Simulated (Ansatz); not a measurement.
# CClF2 (chlorodifluoromethyl radical): the energy, rung by rung

The species is CClF2 (4 atoms), meant as a doublet with charge 0. SMILES: `F[C](F)Cl`. Geometry: relaxed at PBE0-D4/def2-TZVP.

```xyz
4

F     0.0262    0.1693    1.2946
C    -0.2306   -0.1902    0.0564
F     0.5730   -1.1607   -0.3186
Cl   -0.3130    1.1212   -1.0527
```

Each level gives the energy change with the C2–Cl4 bond stretched from 1.719 to 2.149 Å (eV). The values are calculated.

```json
{"level": "UHF/STO-3G", "kind": "Hartree–Fock", "program": "Ansatz", "value (eV)": "0.73", "less FCI/STO-3G": "+0.57"}
{"level": "UPBE/STO-3G", "kind": "GGA", "program": "Ansatz", "value (eV)": "-0.14", "less FCI/STO-3G": "-0.30"}
{"level": "U-r2SCAN/STO-3G", "kind": "meta-GGA", "program": "Ansatz", "value (eV)": "-0.03", "less FCI/STO-3G": "-0.19"}
{"level": "UBHLYP/STO-3G", "kind": "global hybrid", "program": "Ansatz", "value (eV)": "0.38", "less FCI/STO-3G": "+0.22"}
{"level": "U-wB97M-V/STO-3G", "kind": "range-separated hybrid", "program": "Ansatz", "value (eV)": "0.25", "less FCI/STO-3G": "+0.09"}
{"level": "RPA@PBE/STO-3G", "kind": "RPA", "program": "Ansatz", "value (eV)": "-0.17", "less FCI/STO-3G": "-0.33"}
{"level": "UCCSD(T)/STO-3G", "kind": "coupled cluster or CI", "program": "Ansatz", "value (eV)": "0.17", "less FCI/STO-3G": "+0.01"}
{"level": "FCI/STO-3G", "kind": "exact in the basis", "program": "Ansatz", "value (eV)": "0.16", "less FCI/STO-3G": "0.00"}
```

FCI/STO-3G is exact within its basis and frozen core, so for wave-function methods in that basis the difference is their error; functionals converge differently with the basis, so for them it is only a difference. The first shape isn't each level's own minimum. The values span -0.17 to 0.73 eV. All rows use very small basis sets, so even the best lies far from the true value.
